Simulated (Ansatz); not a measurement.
Input file:

```yaml
crystal:
  periodic: [false, false, false]
  atoms:
    - {symbol: Al, position_ang: [0.000000, 0.000000, 0.695038]}
    - {symbol: C, position_ang: [0.000000, 0.000000, -1.252764]}
    - {symbol: H, position_ang: [0.000000, 0.916303, -1.838714]}
    - {symbol: H, position_ang: [0.000000, -0.916304, -1.838714]}
basis:
  gaussian: {orbitals: cc-pVDZ}
magnetization: {spin_polarized: true, initial_magnetization: 5}
correlation: {method: ccsd_t, electrons: outside_noble_gas}
output: {forces: true}
```

```sh
$ ansatz run in.yaml --threads 1 --pin off --events-out ev --progress --plain --max-ram 2393MiB
```

Q: Roughly how long does this take on 1 thread of Arm Neoverse V1, shared host, and how much host memory?

A: 2.4 s wall and 0.13 GiB.

```
401 factors; integrals over basis functions are off by at most 1.2e-3 eV
mean field evaluation 1: about -7635.3570 eV, gradient 1.0e1 eV
mean field evaluation 2: about -7635.4193 eV, gradient 1.0e1 eV
mean field evaluation 4: about -7636.7017 eV, gradient 1.2e0 eV
mean field evaluation 8: about -7636.7431 eV, gradient 6.2e-2 eV
mean field evaluation 16: about -7635.3569 eV, gradient 1.0e1 eV
mean field evaluation 32: about -7634.1337 eV, gradient 1.1e-1 eV
mean field -7636.74325299 eV, -280.6451381768 hartree, gradient 1.2e-6 eV, S^2 8.759736; 2 other end points of the search recorded, 0 dependent functions left out
determinant -7636.74325299 eV, -280.6451381768 hartree, with singles and doubles -7640.40470848 eV, -280.7796941844 hartree
determinant -7634.13432302 eV, -280.5492617689 hartree, with singles and doubles -7637.90121925 eV, -280.6876926519 hartree
determinant -7633.56840907 eV, -280.5284648148 hartree, with singles and doubles -7637.30680172 eV, -280.6658482108 hartree
6 core orbitals not correlated: weight in the atoms' cores, before any rotation towards them, 1.000 or more for the frozen orbitals, at most 0.000 for the correlated occupied ones
reference -7636.74325299 eV, -280.6451381768 hartree; 7, 2 occupied and 29, 34 virtual orbitals, 401 factors
second order -2.97250323 eV of doubles, -0.00000000 eV of singles
cycle   1  -3.66143746 eV  change    1.8e-5 eV  update   1.8e-4
cycle   2  -3.66143981 eV  change   -2.3e-6 eV  update   1.1e-4
cycle   3  -3.66143977 eV  change    3.6e-8 eV  update   3.5e-5
cycle   4  -3.66144011 eV  change   -3.4e-7 eV  update   1.7e-5
cycle   5  -3.66144775 eV  change   -7.6e-6 eV  update   4.8e-6
cycle   6  -3.66145232 eV  change   -4.6e-6 eV  update   1.6e-6
cycle   7  -3.66145238 eV  change   -6.4e-8 eV  update   5.0e-7
perturbative correction -0.06732735 eV, -0.0024742345 hartree
the calculation of the forces begins
mean field evaluation 64: about -7636.7433 eV, gradient 1.2e-6 eV
Total energy: -7640.47203272 eV, -280.7821683044 hartree
Atom 0 at     0.000000     0.000000     0.695038 Å, force    -0.000000     0.000000     5.016988 eV/Å
Atom 1 at     0.000000     0.000000    -1.252764 Å, force    -0.000000     0.000000    -6.423308 eV/Å
Atom 2 at     0.000000     0.916303    -1.838714 Å, force     0.000000     1.347210     0.703160 eV/Å
Atom 3 at     0.000000    -0.916304    -1.838714 Å, force    -0.000000    -1.347211     0.703160 eV/Å
Dipole moment:     0.000000    -0.000000    -0.892056 e Å
```

Forces (eV/Å):
```
Al   0.000  0.000  5.017
C    0.000  0.000 -6.423
H    0.000  1.347  0.703
H    0.000 -1.347  0.703
```

For the same geometry and basis UCCSDT(Q) lies 17.6 meV lower.
